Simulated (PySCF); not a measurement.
A series of derivatives of vinylacetylene

Parent skeleton `[CH:1]#[C:2][CH:3]=[CH2:4]`; one hydrogen on atom 1 is replaced by X. Hydrogens on one atom are averaged.

[PySCF 2.14.0 with density-fitted response routines: GIAO PBE0/pcSseg-1 shieldings; structure optimised with GFN2-xTB; non-relativistic; one averaged value for each set of equivalent atoms; in vacuum; a single conformation]

δ = σ(ref) − σ, references computed at the same level: TMS for ¹³C and ¹H.

Parent (X = H): C1 89.2, C2 87.1, C3 124.4, C4 138.4, H(C3) 6.05, H(C4) 6.05 ppm. Effects are Δδ = δ(X) − δ(H), positive for deshielding.

(1) Give Δδ (ppm) for X = tBu, COOH, propynyl, C2H5.

(2) Which position responds most, and to which substituents?

Answers

(1) 
```
       X          SMILES     C1    C2    C3    C4  H(C3)  H(C4)
     tBu  C=CC#CC(C)(C)C  +20.9  -0.7  +1.3  -4.5  +0.02  -0.25
    COOH    C=CC#CC(=O)O   +0.9  +5.4  -1.1  +8.0  +0.23  +0.39
propynyl      C=CC#CC#CC   -1.1  -9.5  +0.1  +0.6  +0.05  +0.02
    C2H5        C=CC#CCC  +14.4  -0.6  +1.4  -4.4  +0.01  -0.24
```

(2) C1: from -1.1 ppm with propynyl to +20.9 ppm with tBu.
